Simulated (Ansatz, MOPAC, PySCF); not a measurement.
System: PH$_{2}$, charge 1, multiplicity 1. SMILES of the parent species: [PH2]
Structure (B3LYP-D3(BJ)/def2-TZVP (Ansatz, a quantum-chemistry and plane-wave program) minimum search):
```
P
H 1 1.4276
H 1 1.4276 2 91.90
```
Charge +1, spin multiplicity 1.

Unscaled harmonic wavenumbers (cm⁻¹) in rising order, each level at the stationary point that it reaches from this structure (no distance between atoms moves by over 0.3 Å); the order of modes can differ between levels, and a negative number is imaginary. B3LYP-D3(BJ)/def2-TZVP (PySCF, at the structure above): 1135, 2371, 2381.

AM1 (MOPAC): 1077, 2408, 2458. Zero-point energy 8.5 against 8.4 kcal/mol; where all levels lie over 400 cm⁻¹, the wavenumbers are on average 0.999 times those of B3LYP-D3(BJ)/def2-TZVP.

HF/6-31G* (Ansatz): 1274, 2670, 2685. Zero-point energy 9.5 against 8.4 kcal/mol; where all levels lie over 400 cm⁻¹, the wavenumbers are on average 1.125 times those of B3LYP-D3(BJ)/def2-TZVP.
